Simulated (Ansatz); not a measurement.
## One elementary step

Start structure (SiH₂F₂, closed shell), relaxed at PBE0-D4/def2-TZVP:

Si1  (0.911, 0.379, -1.060)
F2  (1.021, 1.458, 0.119)
F3  (1.494, -0.919, -0.324)
H4  (-1.939, -0.448, 0.335)
H5  (-1.488, -0.470, 0.930)
(Å)

The step: SiF₂ + H₂ → SiH₂F₂ ([F][SiH2][F]); bonds formed: Si1–H4, Si1–H5; bonds broken: H4–H5. Ansatz 0.2.0; basis: def2-TZVPP and def2-QZVPP; cores frozen in the correlated methods. Extrapolation: Hartree–Fock as exp(−7.88 √X), correlation as X^−2.97. Energies below are by CCSD(T) at an estimated basis limit (MP2 extrapolated from triple and quadruple zeta, plus CCSD(T) − MP2 in triple zeta).

Question: What are the electronic barrier and the energy of the step, from the start structure to the end structure? (An estimate is asked for; the value comes from the calculation.)

Answer: Computed: Barrier 2.157 eV; step energy -1.656 eV (downhill); reverse barrier, their difference, 3.813 eV. Barrier and step energy count from the start structure, the reverse barrier from the end structure.

The saddle point: One imaginary mode of 1518i cm⁻¹.
| pair | start (Å) | saddle (Å) | end (Å) |
| --- | --- | --- | --- |
| Si1–H4 | 3.28 | 1.48 | 1.47 |
| Si1–H5 | 3.23 | 1.76 | 1.47 |
| H4–H5 | 0.75 | 1.23 | 2.48 |

Zero-point energy (harmonic, PBE0-D4): ZPE is 0.430 eV at the start and 0.497 eV at the saddle, so the barrier goes from 2.157 to 2.224 eV.

No T1 diagnostic of these runs exceeds 0.016. The restricted Hartree–Fock reference is unstable towards an unrestricted one at one or more of these structures. A large double-excitation amplitude points to some diradical character; no triplet was computed. The start structure is not quite a true minimum (one mode of 61i cm⁻¹).

Losses and insertions of silylenes and their heavier kin drive the gas-phase chemistry of silicon and germanium vapour deposition.

Labels in which every atom is bracketed show which atoms are joined, not bond orders.

For scale, one of the runs: CCSD(T)/def2-TZVPP, 132 basis functions, launched by `ansatz run in.yaml --threads 2 --pin off --events-out ev --progress --plain --max-ram 4352MiB`. Time: 7.5 s of wall clock on 2 CPU threads of an Intel Xeon Platinum 8375C; the host was shared. Peak host memory: 0.7 GiB.
